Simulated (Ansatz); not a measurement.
in.yaml

```yaml
crystal:
  periodic: [false, false, false]
  atoms:
    - {symbol: B, position_ang: [0.000000, 0.000000, 0.000000]}
    - {symbol: N, position_ang: [0.000000, 0.000000, 1.412300]}
basis:
  gaussian: {orbitals: "6-31G*"}
magnetization: {spin_polarized: false, initial_magnetization: 4}
hamiltonian: {xc: {name: PBE}}
correlation: {method: ccsdt_q_b, electrons: all}
```

```sh
$ ansatz run in.yaml --threads 1 --pin off --events-out ev --progress --plain --max-ram 2393MiB
```

Question: Roughly how long does this take on 1 thread of AMD EPYC, shared host, and how much host memory?

Answer: 24 s wall and 0.23 GiB.

```
486 factors; integrals over basis functions are off by at most 1.7e-7 eV
mean field evaluation 1: about -2153.2359 eV, gradient 1.4e1 eV
mean field evaluation 2: about -2153.2304 eV, gradient 1.4e1 eV
mean field evaluation 4: about -2153.6887 eV, gradient 4.9e0 eV
mean field evaluation 8: about -2153.7830 eV, gradient 1.4e0 eV
mean field evaluation 16: about -2153.7885 eV, gradient 1.4e-6 eV
mean field evaluation 32: about -2153.7885 eV, gradient 1.4e-6 eV
mean field -2153.78852585 eV, -79.1502684348 hartree, gradient 1.4e-6 eV, S^2 6.000000; 2 other end points of the search recorded, 0 dependent functions left out
reference -2146.61789460 eV, -78.8867525968 hartree; 8, 4 occupied and 22, 26 virtual orbitals, 486 factors
second order -3.83545543 eV of doubles, -0.32965383 eV of singles
cycle   1  -4.49918097 eV  change   -3.3e-1 eV  update   5.1e-2
cycle   2  -4.65479621 eV  change   -1.6e-1 eV  update   2.5e-2
cycle   3  -4.75969368 eV  change   -1.0e-1 eV  update   1.2e-2
cycle   4  -4.75793904 eV  change    1.8e-3 eV  update   5.8e-3
cycle   5  -4.76016039 eV  change   -2.2e-3 eV  update   3.4e-3
cycle   6  -4.76266607 eV  change   -2.5e-3 eV  update   1.4e-3
cycle   7  -4.76211684 eV  change    5.5e-4 eV  update   5.9e-4
cycle   8  -4.76223393 eV  change   -1.2e-4 eV  update   2.3e-4
cycle   9  -4.76233370 eV  change   -1.0e-4 eV  update   9.1e-5
cycle  10  -4.76227304 eV  change    6.1e-5 eV  update   3.8e-5
cycle  11  -4.76229758 eV  change   -2.5e-5 eV  update   1.7e-5
cycle  12  -4.76229739 eV  change    1.9e-7 eV  update   8.8e-6
cycle  13  -4.76229956 eV  change   -2.2e-6 eV  update   4.5e-6
cycle  14  -4.76230129 eV  change   -1.7e-6 eV  update   1.9e-6
cycle  15  -4.76230213 eV  change   -8.5e-7 eV  update   9.1e-7
perturbative correction -0.00600314 eV, -0.0002206112 hartree
Total energy: -2151.38619988 eV, -79.0619845835 hartree
```
